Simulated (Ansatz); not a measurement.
A run on `F/C=C/F` with other settings.

```yaml
crystal:
  periodic: [false, false, false]
  atoms:
    - {symbol: F, position_ang: [-1.017033, -0.026118, -1.442122]}
    - {symbol: C, position_ang: [0.066246, 0.019101, -0.663972]}
    - {symbol: C, position_ang: [-0.052207, -0.040589, 0.648566]}
    - {symbol: F, position_ang: [1.031067, 0.004831, 1.426714]}
    - {symbol: H, position_ang: [1.003743, 0.105886, -1.198453]}
    - {symbol: H, position_ang: [-0.989716, -0.127112, 1.183068]}
basis:
  gaussian: {orbitals: def2-SVP}
total_charge: 1
magnetization: {spin_polarized: true, initial_magnetization: 1}
hamiltonian: {xc: {name: SPW92}, pseudopotentials: {relativity: scalar}}
output: {forces: true}
```

```sh
$ ansatz run in.yaml --threads 4 --pin off --events-out ev --progress --plain --max-ram 10444MiB
```

Output, abridged:

```
Functional definition: SPW92
728 factors; their error is unknown
mean field evaluation 1: about -7469.2460 eV, gradient 3.7e1 eV
mean field evaluation 2: about -7464.9733 eV, gradient 5.5e1 eV
mean field evaluation 4: about -7474.0912 eV, gradient 1.3e0 eV
mean field evaluation 8: about -7474.0491 eV, gradient 4.4e-2 eV
mean field -7474.04908054 eV, -274.6662376174 hartree, gradient 3.6e-5 eV, S^2 0.750627; 0 other end points of the search recorded, 0 dependent functions left out
reference -7474.04909796 eV, -274.6662382575 hartree; 16, 15 occupied and 50, 51 virtual orbitals, 728 factors
Total energy: -7474.04909796 eV, -274.6662382575 hartree
Relativity: scalar
Atom 0 at    -1.017033    -0.026118    -1.442122 Å, force     2.321659     0.078119     2.135569 eV/Å
Atom 1 at     0.066246     0.019101    -0.663972 Å, force    -2.084154     0.087148    -5.914289 eV/Å
Atom 2 at    -0.052207    -0.040589     0.648566 Å, force     2.084115    -0.085707     5.914326 eV/Å
Atom 3 at     1.031067     0.004831     1.426714 Å, force    -2.321643    -0.079157    -2.135586 eV/Å
Atom 4 at     1.003743     0.105886    -1.198453 Å, force     0.945776     0.087549    -0.553243 eV/Å
Atom 5 at    -0.989716    -0.127112     1.183068 Å, force    -0.945753    -0.087953     0.553223 eV/Å
Dipole moment:    -0.000002    -0.000022     0.000002 e Å
```

Hardware: 4 threads of an Intel Xeon Platinum 8488C on a shared host. Wall time 0.3 s, peak host memory 0.12 GiB.
